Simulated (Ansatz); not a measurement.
Ideal-gas functions of C$_{2}$H$_{3}$NOS (`N#CC(O)S`) at 800 K and 1 bar, from an Ansatz frequency run at PBE0-D4/def2-TZVP.

Molar mass 89.12 g/mol, point group C1 (symmetry number 1), electronic degeneracy 1, moments of inertia 83.273, 159.629, 228.947 u Å². Harmonic wavenumbers (cm⁻¹, unscaled): 165, 227, 270, 327, 408, 492, 602, 725, 869, 998, 1113, 1209, 1290, 1416, 2380, 2710, 3117, 3819.

Use S(trans) = R[1.5 ln M + 2.5 ln T − 1.1517]; rotational temperatures θ = 24.2544 K / I; S(rot) = R[ln(√π/σ · √(T³/θAθBθC)) + 1.5]; for each mode x = 1.438777 ν̃/T, S = R[x/(eˣ − 1) − ln(1 − e⁻ˣ)] and H = RT x/(eˣ − 1); 1 cm⁻¹ = 0.0119627 kJ/mol; R = 8.31446 J/(mol·K).

Q: By hand: the entropy, in J/(mol·K).

A: Translation 185.4. Rotation: θ = 0.2913, 0.1519, 0.1059 K, giving 122.9. Vibration, mode by mode: 18.45, 15.82, 14.40, 12.85, 11.07, 9.60, 8.05, 6.67, 5.40, 4.48, 3.81, 3.32, 2.96, 2.48, 0.62, 0.38, 0.20, 0.07, in all 120.6. Electronic 0.0. Sum 428.9 J/(mol·K).

Q: By hand: H − E and G − E in kJ/mol, counted from the electronic energy.

A: Zero-point energy ½ × 22137 × 0.0119627 = 132.4; thermal vibration 49.7; translation, rotation and pV give 4 RT = 26.6. H − E = 208.7 kJ/mol, and G − E = 208.7 − 800 × 428.9/1000 = -134.4 kJ/mol.

Vibration gives 28 % of the entropy. The sum counts one conformer and one mirror image; others add a mixing term.
